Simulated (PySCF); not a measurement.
# `C[C@H](C#N)C=O`, C4H5NO

Molfile (atoms numbered from 1):
```
C4H5NO
     RDKit          3D

 11 10  0  0  0  0  0  0  0  0999 V2000
   -0.8533   -0.8960   -0.1939 C   0  0  0  0  0  0  0  0  0  0  0  0
   -0.0974    0.3348    0.3267 C   0  0  2  0  0  0  0  0  0  0  0  0
   -0.3117    1.4892   -0.5327 C   0  0  0  0  0  0  0  0  0  0  0  0
   -0.4509    2.3910   -1.2320 N   0  0  0  0  0  0  0  0  0  0  0  0
    1.3885   -0.0011    0.3911 C   0  0  0  0  0  0  0  0  0  0  0  0
    1.9255   -0.3613    1.3951 O   0  0  0  0  0  0  0  0  0  0  0  0
   -0.4857   -1.1900   -1.1786 H   0  0  0  0  0  0  0  0  0  0  0  0
   -1.9176   -0.6773   -0.2784 H   0  0  0  0  0  0  0  0  0  0  0  0
   -0.7134   -1.7258    0.4992 H   0  0  0  0  0  0  0  0  0  0  0  0
   -0.4241    0.5756    1.3414 H   0  0  0  0  0  0  0  0  0  0  0  0
    1.9293    0.0685   -0.5749 H   0  0  0  0  0  0  0  0  0  0  0  0
  1  2  1  0
  2  3  1  0
  3  4  3  0
  2  5  1  0
  5  6  2  0
  1  7  1  0
  1  8  1  0
  1  9  1  0
  2 10  1  1
  5 11  1  0
M  END
```

The calculation used quadratic response CAM-B3LYP/def2-TZVPD first hyperpolarisability, Taylor convention, gas phase (PySCF 2.14.0). Geometry: PBE0-D3(BJ)/def2-TZVP.

Task: Give the tensor of the second harmonic β(−2ω;ω,ω) at 1064 nm in the axes of these coordinates.

Result: In au, Taylor convention; rows are the first index (the induced dipole):
```
      xx     yy     zz     xy     xz     yz
x   +7.6  +15.8   -1.2   -6.8  +17.0   -8.2
y   -7.2  -14.1   -3.1  +15.6   -8.3  +21.7
z  +16.8  +22.0  +42.4   -8.1   -1.1   -2.9
```
Norm of βᵢ = ⅓ Σⱼ (βᵢⱼⱼ + βⱼᵢⱼ + βⱼⱼᵢ): 87.4 au, hyper-Rayleigh value 33.5 au.
